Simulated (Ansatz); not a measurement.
Cartesian coordinates in Å:
```
C 0.5749 -0.3925 0.1562
B -0.7148 0.4577 -0.1892
O -1.9090 -0.0159 -0.3078
H 0.3532 -1.4503 0.2894
H 1.0250 0.0076 1.0683
H 1.3037 -0.2670 -0.6486
H -0.6331 1.6604 -0.3683
```

The species carries charge 0 and has multiplicity 2.

(1) List the PBE/def2-TZVPP orbital energies in eV (Ansatz 0.2.0). (Best estimate.)

Results:

(1) The calculation gave: α occupied: -511.26, -269.18, -177.33, -24.90, -17.86, -11.94, -10.89, -10.48, -10.04, -9.25, -8.62, -7.17. α empty: -0.79, 0.38, 1.52, 1.87, 1.94, 2.63, 3.57, 3.97. β occupied: -510.81, -269.11, -177.35, -23.93, -17.68, -11.50, -10.54, -10.41, -9.27, -8.88, -8.25. β empty: -5.54, -0.71, 0.45, 1.62, 1.92, 2.09, 2.73, 3.68. ⟨S²⟩ = 0.754.
